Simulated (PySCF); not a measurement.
Atoms are numbered as in `[CH3:1][CH2:2][CH2:3]/[CH:4]=[N:5]/[CH3:6]`. Hydrogens are named by the atom that carries them.

PySCF calculation with GFN2-xTB structure and shieldings: GIAO PBE0/pcSseg-1; non-relativistic, one conformer, no solvent model, averaged over atoms made equivalent by symmetry, fast rotation or ring inversion.

Shifts are taken against calculated references (same method and geometry level): TMS for 13C and 1H; 15N against NH3.

```csv
atoms,nucleus,count,Hirshfeld charge,δ (ppm)
C3,13C,1,-0.07,?
H(C3),1H,2,0.04,?
H(C6),1H,3,0.04,3.60
N5,15N,1,-0.15,374.3
H(C1),1H,3,0.04,0.87
C6,13C,1,-0.07,?
C2,13C,1,-0.06,23.1
H(C2),1H,2,0.04,1.57
C4,13C,1,0.05,168.8
H(C4),1H,1,0.03,7.68
C1,13C,1,-0.12,15.5
```

Q: Fill in the missing shifts.

A: 
- C6: 51.0 ppm, methyl carbon bonded to N; the inductive effect lowers its shielding
- C3: 42.7 ppm, sp3 CH2; saturated and bonded to C and H only
- H(C3): 2.33 ppm, hydrogen on an sp3 CH2

Shifts are as computed. Against solution values, carbons near 30 ppm lie about +3 ppm off and those near 130 ppm about +5 ppm. Of 1211 compounds with measured shifts, 218 miss one by over three times the rms of a fit or turn the order of signals round; such compounds aren't used in these exercises. Experimental scales use liquid or dissolved standards, which lie at an offset from isolated NH3 (liquid NH3: subtract about 20 ppm). Unscaled 15N shifts of sp2 nitrogen come out 20 to 40 ppm too high even then.
